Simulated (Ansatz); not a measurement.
# C2H2OS (SMILES OC=C=S): one structure at several levels

An exercise on one series of results from a longer session: the logs are not shown, and one member is left open.

Method: single points in def2-TZVPP; program: Ansatz 0.2.0, Gaussian basis.

Correlated methods freeze the cores.

### Where the work starts

6 atoms, charge 0, spin multiplicity 1.

Atoms are counted from 1 here; the program's logs count them from 0.

Bond lengths: O1–C2 1.323 Å, O1–H5 1.085 Å, C2–C3 1.030 Å, C2–H6 1.180 Å, C3–S4 1.787 Å. Angles: C2–O1–H5 105.1°, O1–C2–C3 130.8°, O1–C2–H6 119.0°, C3–C2–H6 109.9°, C2–C3–S4 173.4°.

Coordinates:

```xyz
6
C2H2OS
O     0.23490    1.06140   -0.86700
C    -0.02300    0.15130    0.05850
C    -0.16140   -0.86650   -0.01780
S    -0.19610   -2.64920   -0.13540
H     0.41600    1.97970   -0.31860
H    -0.01870    0.47310    1.19420
```

The first run:

Contents of run/in.yaml:

```yaml
crystal:
  periodic: [false, false, false]
  atoms:
    - {symbol: O, position_ang: [0.234900, 1.061400, -0.867000]}
    - {symbol: C, position_ang: [-0.023000, 0.151300, 0.058500]}
    - {symbol: C, position_ang: [-0.161400, -0.866500, -0.017800]}
    - {symbol: S, position_ang: [-0.196100, -2.649200, -0.135400]}
    - {symbol: H, position_ang: [0.416000, 1.979700, -0.318600]}
    - {symbol: H, position_ang: [-0.018700, 0.473100, 1.194200]}
basis:
  gaussian: {orbitals: def2-TZVPP}
correlation: {method: ccsd_t}
output: {forces: true}
```

The run is started by

```bash
$ ansatz run in.yaml --threads 4 --pin off --events-out ev --progress --plain --max-ram 5222MiB
```

Steps of the session up to this table: CCSD(T)/def2-TZVPP; PBE0-D4/def2-TZVPP; wB97M-V/def2-TZVPP; r2SCAN-D4/def2-TZVPP; PBE-D4/def2-TZVPP; r2SCAN0-D4/def2-TZVPP; wB97X-V/def2-TZVPP.

One table of the session follows, with a row left open; its other results are not shown here.

```
    method  RMS force component (eV/Å)  angle to CCSD(T) forces (°)  dipole (D)
   CCSD(T)                      14.517                    reference        3.81
   PBE0-D4                      14.234                          1.0        4.36
   wB97M-V                           ?                            ?           ?
 r2SCAN-D4                      14.129                          0.7        4.30
    PBE-D4                      14.096                          0.7        4.06
r2SCAN0-D4                      14.232                          1.3        4.50
   wB97X-V                      14.434                          0.8        4.60
```

**Question.** Estimate the row for wB97M-V.

**Answer.** RMS force component (eV/Å): 14.261; angle to CCSD(T) forces (°): 0.8; dipole (D): 4.45. In the column «RMS force component (eV/Å)» it lies between PBE0-D4 (14.234) and wB97X-V (14.434).
